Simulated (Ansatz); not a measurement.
AsH₂, doublet: reading a ladder of total energies

Geometry: a PBE0/def2-TZVP stationary point for this spin, not checked as a minimum.

```yaml
atoms:
  - { symbol: As, position_ang: [0.0000, -0.0281, 0.0000] }
  - { symbol: H, position_ang: [0.0000, 1.0445, -1.0859] }
  - { symbol: H, position_ang: [0.0000, 1.0445, 1.0859] }
```

Basis cc-pVDZ; Ansatz 0.2.0. Only valence electrons are correlated (noble-gas cores and the filled d shells of p-block atoms frozen), which leaves 7 electrons in 23 orbitals. Prefix R: restricted or restricted open-shell reference. No spin–orbit coupling is included, and no scalar relativity.

Full CI is exact within this basis and frozen core; it isn't the basis-set limit.

RCCSD has a T1 diagnostic of 0.017 and a largest doubles amplitude of 0.07.

Runs differ by some tens of microhartree through their thresholds and, for an open shell, their frozen cores, so steps under 0.03 kcal/mol mean nothing.

```tsv
level	total energy (hartree)
RHF	-2235.306713
RMP2	-2235.409256
RCCSD	-2235.433278
RCCSD(T)	-2235.435853
RCCSDT	-2235.436379
RCCSDT(Q)	-2235.436475
full CI	-2235.436484
```

Q: What is the correlation energy at full CI, and what share of it do RMP2 and RCCSDT recover?

A: E(corr) = -2235.436484 − (-2235.306713) = -0.129771 hartree = -3.531 eV. RMP2: -0.102543 / -0.129771 = 79.02 %. RCCSDT: -0.129666 / -0.129771 = 99.92 %.

Q: By how many kcal/mol does RCCSD(T) miss full CI (1 hartree = 627.509 kcal/mol), and which steps make up the rest?

A: -2235.435853 − (-2235.436484) = 0.000631 hartree = 0.40 kcal/mol. Steps: RCCSDT − RCCSD(T) = -0.33, RCCSDT(Q) − RCCSDT = -0.06, full CI − RCCSDT(Q) = -0.01 kcal/mol. That is within 1 kcal/mol of the reference in this basis, which itself misses far more of the correlation at the basis-set limit.
